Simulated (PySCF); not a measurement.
Ionisation of `C/C=C/C` (C4H8)

System: `C/C=C/C` (C4H8). Numbering: `[CH3:1]/[CH:2]=[CH:3]/[CH3:4]`

Level of theory: ωB97X-D3(BJ)/ma-def2-TZVP single points in PySCF, grid level 2; every species was optimised with PBE0-D3(BJ)/def2-SVP. ωB97X-D3(BJ) is ωB97X-V with D3(BJ) in place of VV10. Thermal corrections: PBE0-D3(BJ)/def2-SVP frequencies, unscaled, ideal gas at 298.15 K and 1 bar, quasi-RRHO entropy.

Frontier levels of the parent: HOMO -9.27 eV, LUMO 1.33 eV.

Oxidation to the radical cation:
| Quantity | Value |
| --- | --- |
| Vertical ionisation energy (electronic) | 9.17 eV |
| Adiabatic ionisation energy (with zero-point energy) | 8.87 eV |
| Adiabatic, electronic part | 8.95 eV |
| Vertical gap at the product's structure | 8.61 eV |
| Inner reorganisation energy (four-point) | 552 meV |
| Relaxation of product / of parent | 214 / 338 meV |
| ⟨S²⟩ of the product | 0.752 |
| Largest spin populations | C2 0.43, C3 0.43 |
| Largest changes of atomic charge | C3 0.24, C2 0.24, H (on C1) 0.08, H (on C4) 0.08 |
| Distances that move most (Å) | C2–C3 1.336 → 1.414; C1–C2 1.493 → 1.450; C3–C4 1.493 → 1.450; C1–H 1.103 → 1.111 |
| Potential in DMSO | 6.37 V absolute, 1.84 V against Fc+/Fc computed at 4.53 V (solvation -6 → -244 kJ/mol) |

Solvents are IEF-PCM continua (electrostatics only, gas-phase structures); absolute potentials refer to an electron at rest in vacuum. Fc+/Fc in DMSO, 4.53 V, is ωB97X-D3(BJ)/ma-def2-TZVP on PBE0-D3(BJ)/def2-SVP structures with GFN2-xTB thermal terms. Benchmark calculations put it near 5.0 V in acetonitrile and DMSO, so it is about 0.5 V low, and the value against it can read up to that much too high.

Measured values (NIST Chemistry WebBook, evaluated or the median of agreeing entries): adiabatic ionisation energy 9.10 eV (computed 8.87, difference -0.23).

Run with `OMP_NUM_THREADS=1 python redox_run.py task.json out` on 1 thread of Arm Neoverse V2, a shared host. Structures, frequencies and single points: 6.4 min of wall time.
